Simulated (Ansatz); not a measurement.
Process, species as SMILES: C1=CC1 → [C]1=CC1 + H atom
B3LYP-D3(BJ)/def2-TZVP geometries, fixed; electronic energies without zero-point terms.
Largest species:
```xyz
7

C     -0.0054     0.0051     0.8609
C     -0.0002    -0.6463    -0.4958
C      0.0065     0.6404    -0.5035
H      0.9023     0.0040     1.4624
H     -0.9206     0.0134     1.4509
H     -0.0016    -1.5779    -1.0322
H      0.0147     1.5655    -1.0509
```
Charge 0, spin multiplicity 1.

Effect of a fitting basis named in the input at HF/cc-pVTZ with Ansatz (a quantum-chemistry and plane-wave program), against the last row, where the bond dissociation energy is 94.31 kcal/mol. An unrestricted Hartree-Fock determinant is markedly spin-contaminated. Open shells are unrestricted. The default fits or decomposes integrals by the program's own choice; accuracy: high also tightens integrals, grids and stops.

```json
[
 {"setting": "fitting: def2-SV(P)-JKFIT", "largest shift of a total energy (mEh)": "0.030", "shift of the bond dissociation energy (kcal/mol)": "0.011"},
 {"setting": "fitting: def2-universal-JKFIT", "largest shift of a total energy (mEh)": "0.030", "shift of the bond dissociation energy (kcal/mol)": "0.011"},
 {"setting": "fitting: cc-pVTZ-JKFIT", "largest shift of a total energy (mEh)": "0.073", "shift of the bond dissociation energy (kcal/mol)": "0.010"},
 {"setting": "fitting: cc-pVQZ-JKFIT", "largest shift of a total energy (mEh)": "0.008", "shift of the bond dissociation energy (kcal/mol)": "0.002"},
 {"setting": "fitting: cc-pV5Z-JKFIT", "largest shift of a total energy (mEh)": "0.003", "shift of the bond dissociation energy (kcal/mol)": "0.001"},
 {"setting": "accuracy: high", "largest shift of a total energy (mEh)": "-0.003", "shift of the bond dissociation energy (kcal/mol)": "0.000"},
 {"setting": "accuracy: medium (default)", "largest shift of a total energy (mEh)": "0.000", "shift of the bond dissociation energy (kcal/mol)": "0.000"}
]
```

Within 0.02 kcal/mol in the bond dissociation energy: fitting: def2-SV(P)-JKFIT; fitting: def2-universal-JKFIT; fitting: cc-pVTZ-JKFIT; fitting: cc-pVQZ-JKFIT; fitting: cc-pV5Z-JKFIT; accuracy: high. The largest shift is 0.073 mEh in a total energy and 0.011 kcal/mol in the difference.
